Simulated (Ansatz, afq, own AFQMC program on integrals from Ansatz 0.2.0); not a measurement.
CH₂Al, quartet: AFQMC among the cluster methods

| atom | x (Å) | y (Å) | z (Å) |
| --- | --- | --- | --- |
| Al | 0.0000 | -0.0714 | 0.5445 |
| C | 0.0000 | 0.0036 | -1.1599 |
| H | 0.0000 | 1.3247 | 1.3516 |
| H | 0.0000 | 0.5425 | -2.1056 |

Connectivity, by distances: AlH–CH.

Basis cc-pVDZ. Only valence electrons are correlated. AFQMC by an in-house program on the Cholesky factors that Ansatz 0.2.0 writes for its CCSD(T) run. The CISD trial takes its coefficients from CCSD amplitudes. Released means that phaseless walkers are propagated on without the constraint, phases kept. Free projection: walkers drawn from exp(T), propagated without any constraint. Its projection time is finite, and what remains of the start isn't in its error. Error bars are statistical, one sigma.

Determinant: UHF, the one that the program's search chose, which needn't be the lowest solution. The geometry is a point of a scan.

No full CI on the walks' own integrals is used here; CCSDT(Q) serves as the reference and is uncertain by about the last step of the cluster series.

Cautions: lower spins were not checked.

- T1 diagnostic: 0.0160
- weight of the determinant in the CISD state: 0.914
- ⟨S²⟩ of the determinant: 3.769
- size of the correlated space: 9 electrons in 36 orbitals

```tsv
level	correlation energy (eV)
MP2	-3.5258
CCSD	-4.3551
CCSD(T)	-4.4475
```

**Question.** Estimate where phaseless AFQMC with a CISD trial lies against CCSD(T) on the same integrals.

**Answer.** 0.53 ± 0.18 kcal/mol below CCSD(T).

Reference: CCSDT(Q), correlation energy -4.476 eV. The released energy is read at 2.40 1/Eh (meV from the phaseless value at times in 1/Eh: 1 ± 5 at 0.24, -9 ± 6 at 0.51, -7 ± 8 at 0.99, -17 ± 8 at 1.62, -18 ± 9 at 2.40).

| level | E − E(reference) (kcal/mol) | share of correlation (%) |
| --- | --- | --- |
| CCSD(T) | 0.65 | 99.37 |
| CCSDT | 0.11 | 99.90 |
| ph-AFQMC/HF | -2.03 ± 0.65 | 101.97 |
| ph-AFQMC/CISD | 0.11 ± 0.18 | 99.89 |
| released AFQMC | -0.29 ± 0.22 | 100.28 |
| free AFQMC | 0.03 ± 0.25 | 99.97 |

Free projections are given only where their last times agree within the noise and don't stop above the reference; a slow remainder of the start can still hide under it. A walk keeps the symmetry of its determinant, which the program's search chose and which needn't be the lowest solution, so a lower state of the same spin and another symmetry isn't excluded. Released energies are given only where the last usable release times agree within the noise; a slower fall can still hide under it.
